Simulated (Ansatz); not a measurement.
A made-up structure of CHOS, doublet:

C1  (-0.874, -0.266, 0.522)
O2  (0.134, 0.460, 0.024)
S3  (0.667, -1.134, 0.409)
H4  (0.080, 0.887, -0.846)
(Å)

It is relaxed with PBE-D4/def2-SVP and then PBE0-D4/def2-TZVP (Ansatz 0.2.0). Atoms count as bonded within 1.22 times the sum of their covalent radii (H–H: 0.88 Å). The end point is not checked to be a true minimum.

Q: Does its bonding change? (Judge from chemistry; the calculation decides.)

A: The calculation gives: Yes. Formed: none; broken: O2–S3.

Where it ends: The first stage lowers the energy by 4.81 eV in 11 steps. It ends as CHOS ([OH][C][S]):
C1  (-0.239, -0.391, 0.173)
O2  (0.275, 0.716, -0.291)
S3  (0.393, -1.633, 0.916)
H4  (-0.422, 1.254, -0.690)
(Å)

Labels in which every atom is bracketed show which atoms are joined, not bond orders.

For scale, one of the runs: PBE0-D4/def2-TZVP relaxation, 105 basis functions, launched by `ansatz run in.yaml --threads 2 --pin off --events-out ev --progress --plain --max-ram 4352MiB`. The run took about 15 s on 2 CPU threads of an Arm Neoverse V1 (shared host).
